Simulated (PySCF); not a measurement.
**PH3 (phosphine): levels of theory compared**

We compute a comparison of 3 runs (wB97X-V/6-31G, UMP2/6-31G, CISD/6-31G) of PH3 (phosphine). Input form: a Python script.

Program for the calculation: PySCF 2.14.0.

6 further runs of the same task are left out: 6 set aside as unsound or not needed.

## 1. The system as given

PH3 has 4 atoms, charge 0, and is taken as a singlet. As SMILES, `P`. The P1–H4 distance was set to 3.123 Å, away from the relaxed value. At this shape a bond of the SMILES string is far longer than usual.

Bond lengths: P1–H2 1.420 Å, P1–H3 1.420 Å. Angles: H2–P1–H3 93.1°.

## 2. The energy at wB97X-V/6-31G (run 1)

Input file input.py:

```python
from pyscf import gto, dft

molecule = gto.M(
    atom='''
P      1.373368    -3.678308     0.060689
H      1.911751    -3.125564     2.630338
H     -1.180597    -4.314201     0.581497
H      0.054235     1.934135    -1.203567
''',
    basis='6-31g',
    max_memory=1860,
    charge=0,
    unit='bohr',
    verbose=3,
)

mf = dft.RKS(molecule)
mf.xc = 'wb97x-v'
mf.nlcgrids.level = 1
mf.grids.level = 5
mf.conv_tol = 1e-10
mf.kernel()
if not mf.converged:
    mf = mf.newton().run(mf.mo_coeff, mf.mo_occ)

etot = mf.e_tot
print('E = %.10f Eh' % etot)
```

The run is started by

```bash
$ OMP_NUM_THREADS=1 python input.py
```

Output:

```text
converged SCF energy = -342.843774209443
E = -342.8437742094 Eh
```

It took 9.3 s on 1 thread of Arm Neoverse V2, shared host; peak memory 0.18 GiB.

## 3. The energy at UMP2/6-31G (run 2)

Input file run.py:

```python
from pyscf import gto, scf, mp

molecule = gto.M(
    atom='P 0.726755 -1.946477 0.032115; H 1.011655 -1.653977 1.391915; H -0.624745 -2.282977 0.307715; H 0.028700 1.023500 -0.636900',
    max_memory=1860,
    spin=0,
    basis='6-31g',
    verbose=3,
)

hf = scf.UHF(molecule)
hf.conv_tol = 1e-10
hf.kernel()
if not hf.converged:
    hf = hf.newton().run(hf.mo_coeff, hf.mo_occ)
for _ in range(3):
    mo, _, stable, _ = hf.stability(return_status=True)
    if stable:
        break
    hf.kernel(hf.make_rdm1(mo, hf.mo_occ))

pt = mp.MP2(hf, frozen=5).run()
energy = pt.e_tot
print(f'total energy: {energy:.8f} hartree')
```

The run is started by

```bash
$ OMP_NUM_THREADS=1 python run.py
```

Output:

```text
converged SCF energy = -342.208750059872  <S^2> = 5.8842531e-10  2S+1 = 1
<class 'pyscf.scf.uhf.UHF'> wavefunction has an internal instability
converged SCF energy = -342.31054613155  <S^2> = 0.97409599  2S+1 = 2.2127774
<class 'pyscf.scf.uhf.UHF'> wavefunction is stable in the internal stability analysis
E(UMP2) = -342.357862308693  E_corr = -0.0473161771426307
E(SCS-UMP2) = -342.363119445388  E_corr = -0.052573313837908
total energy: -342.35786231 hartree
```

Wall time 0.7 s (1 thread of Arm Neoverse V2, shared host); peak memory 0.12 GiB.

## 4. A single-point energy at CISD/6-31G (run 3)

Input file calc.py:

```python
from pyscf import gto, scf, ci

mol = gto.M(
    atom='P 0.726755 -1.946477 0.032115; H 1.011655 -1.653977 1.391915; H -0.624745 -2.282977 0.307715; H 0.028700 1.023500 -0.636900',
    verbose=4,
    max_memory=1860,
    charge=0,
    spin=0,
    basis='6-31g',
)

calc0 = scf.RHF(mol)
calc0.conv_tol = 1e-10
calc0.kernel()
if not calc0.converged:
    calc0 = calc0.newton().run(calc0.mo_coeff, calc0.mo_occ)

cisd = ci.CISD(calc0, frozen=5)
cisd.kernel()
e_final = cisd.e_tot
print('E = %.10f Eh' % e_final)
```

The run is started by

```bash
$ OMP_NUM_THREADS=1 python calc.py
```

Output:

```text
PySCF version 2.14.0

[INPUT] num. atoms = 4
[INPUT] num. electrons = 18
[INPUT] charge = 0
[INPUT] spin (= nelec alpha-beta = 2S) = 0
[INPUT] symmetry False subgroup None
[INPUT] Mole.unit = angstrom
[INPUT] Symbol           X                Y                Z      unit          X                Y                Z       unit  Magmom
[INPUT]  1 P      0.726755000000  -1.946477000000   0.032115000000 AA    1.373367909658  -3.678308437765   0.060688554490 Bohr   0.0
[INPUT]  2 H      1.011655000000  -1.653977000000   1.391915000000 AA    1.911750882547  -3.125563546330   2.630338138674 Bohr   0.0
[INPUT]  3 H     -0.624745000000  -2.282977000000   0.307715000000 AA   -1.180596947691  -4.314201278681   0.581497074421 Bohr   0.0
[INPUT]  4 H      0.028700000000   1.023500000000  -0.636900000000 AA    0.054235139775   1.934134688492  -1.203566568735 Bohr   0.0

nuclear repulsion = 14.2820144509438
number of shells = 13
number of NR pGTOs = 58
number of NR cGTOs = 19
basis = 6-31g
ecp = {}

******** <class 'pyscf.scf.hf.RHF'> ********
method = RHF
initial guess = minao
damping factor = 0
level_shift factor = 0
DIIS = <class 'pyscf.scf.diis.CDIIS'>
diis_start_cycle = 1
diis_space = 8
diis_damp = 0
SCF conv_tol = 1e-10
SCF conv_tol_grad = None
SCF max_cycles = 50
direct_scf = True
direct_scf_tol = 1e-13
Set gradient conv threshold to 1e-05
Initial guess from minao.
init E= -341.866886287737
  HOMO = -0.217526015528191  LUMO = -0.135374448703264  gap/eV = 2.23546
cycle= 1 E= -342.194809124905  delta_E= -0.328  |g|= 0.125  |ddm|= 1.55
  HOMO = -0.312263072812767  LUMO = -0.0707248501208624  gap/eV = 6.57259
cycle= 2 E= -342.206858937656  delta_E= -0.012  |g|= 0.0549  |ddm|= 0.402
  HOMO = -0.30393207277663  LUMO = -0.0620022835889376  gap/eV = 6.58324
cycle= 3 E= -342.20816550086  delta_E= -0.00131  |g|= 0.0252  |ddm|= 0.151
  HOMO = -0.303415991444415  LUMO = -0.057781209373041  gap/eV = 6.68406
cycle= 4 E= -342.208695473083  delta_E= -0.00053  |g|= 0.00602  |ddm|= 0.0687
  HOMO = -0.303167006455875  LUMO = -0.0573275672802653  gap/eV = 6.68963
cycle= 5 E= -342.208741120764  delta_E= -4.56e-05  |g|= 0.00175  |ddm|= 0.0227
  HOMO = -0.30333804511056  LUMO = -0.0571963393770223  gap/eV = 6.69786
cycle= 6 E= -342.208749405119  delta_E= -8.28e-06  |g|= 0.000536  |ddm|= 0.00988
  HOMO = -0.303490090106118  LUMO = -0.0572751655168506  gap/eV = 6.69985
cycle= 7 E= -342.208750052001  delta_E= -6.47e-07  |g|= 8.07e-05  |ddm|= 0.00328
  HOMO = -0.303487291315919  LUMO = -0.0572693066468091  gap/eV = 6.69993
cycle= 8 E= -342.208750059808  delta_E= -7.81e-09  |g|= 8.54e-06  |ddm|= 0.00039
  HOMO = -0.303490211664154  LUMO = -0.0572705180595325  gap/eV = 6.69998
cycle= 9 E= -342.208750059887  delta_E= -7.92e-11  |g|= 1.52e-06  |ddm|= 4e-05
  HOMO = -0.303489843422136  LUMO = -0.0572703184779138  gap/eV = 6.69997
Extra cycle  E= -342.20875005989  delta_E= -2.5e-12  |g|= 5.61e-07  |ddm|= 4.76e-06
converged SCF energy = -342.20875005989

******** <class 'pyscf.ci.cisd.RCISD'> ********
CISD nocc = 4, nmo = 14
frozen orbitals 5
max_cycle = 50
direct = 0
conv_tol = 1e-09
max_cycle = 50
max_space = 12
lindep = 0
nroots = 1
Init t2, MP2 energy = -0.103951851335074
RCISD converged
E(RCISD) = -342.3573940840151  E_corr = -0.1486440241256055
E = -342.3573940840 Eh
```

Run time: 0.58 s. Hardware: 1 thread of Arm Neoverse V2, shared host; peak memory 0.1 GiB.

## 5. All runs side by side

| run | level | integration grid | nlc grid | energy (Eh) | dipole moment (D) of the reference | HOMO energy (eV) | LUMO energy (eV) | wall time |
| --- | --- | --- | --- | --- | --- | --- | --- | --- |
| 1 | wB97X-V/6-31G | 5 | 1 | -342.843774 | 1.91 | -8.72 | -2.54 | 9.3 s |
| 2 | UMP2/6-31G | – | – | -342.357862 | 1.21 | -10.29 | 0.93 | 0.7 s |
| 3 | CISD/6-31G | – | – | -342.357394 | 2.25 | -8.26 | -1.56 | 0.58 s |

## 6. Summary of results

| quantity | value |
| --- | --- |
| run 3: total energy | -342.35739 Eh |
| run 3: dipole moment (Hartree–Fock density) | 2.25 D |
| run 3: HOMO energy (Hartree–Fock orbitals) | -8.26 eV |
| run 3: LUMO energy (Hartree–Fock orbitals) | -1.56 eV |
| run 3: HOMO–LUMO gap (Hartree–Fock orbitals) | 6.70 eV |
| run 3: correlation energy (5 core orbitals frozen) | -148.6 mEh |

**Reading.** In runs 1, 3 a closed-shell determinant meets a far-stretched bond, which it describes badly. Spin contamination of the reference: run 2 ⟨S²⟩ = 0.97. Where it is this large, the reference is a mixture of spin states, and values that rest on it are in doubt. All runs together took 11 s, the longest 9.3 s.
